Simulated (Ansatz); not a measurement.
This geometry of C$_{3}$H$_{5}$N (9 atoms, charge 0, multiplicity 1) is a first-order saddle point.

All numbers below come from RKS CAM-B3LYP/def2-mTZVP in Ansatz 0.2.0.

```xyz
9
Properties=species:S:1:pos:R:3
N -0.151 1.280 -0.702
C 0.553 0.149 -0.127
C -0.045 -1.219 -0.065
C 0.035 -0.598 1.058
H -0.799 0.987 -1.424
H -0.680 1.786 -0.001
H 1.630 0.235 -0.253
H -0.326 -2.093 -0.625
H -0.128 -0.574 2.121
```

Problem. Which two structures does it join? (They come from a converged band through this point; their orientation in space is the band's.)

Solution. No bond is made or broken. The dihedral H6–N1–C2–C3 goes from 25 to 157°. The two ends are copies of one structure, up to a mirror image or an exchange of like atoms.

First end point:

```xyz
9
Properties=species:S:1:pos:R:3
N -0.221 1.295 -0.583
C 0.498 0.102 -0.192
C -0.165 -1.203 0.116
C 0.255 -0.519 1.128
H -0.264 1.376 -1.594
H -1.175 1.266 -0.236
H 1.506 0.115 -0.601
H -0.683 -2.073 -0.251
H 0.337 -0.406 2.196
```

Last end point:

```xyz
9
Properties=species:S:1:pos:R:3
N -0.282 1.109 -0.870
C 0.503 0.121 -0.163
C 0.020 -1.271 -0.039
C 0.027 -0.595 1.062
H -1.272 0.969 -0.696
H -0.046 2.047 -0.562
H 1.565 0.310 -0.302
H -0.222 -2.182 -0.560
H -0.205 -0.553 2.113
```

Problem. How far does it lie above each of them?

Solution. 0.072 eV above the first and 0.072 eV above the second. This is the barrier of this one path; another mechanism may lie lower.

Time of the run: 45 s on 2 threads of Arm Neoverse V2, with other jobs on the host, peak memory 0.18 GiB.
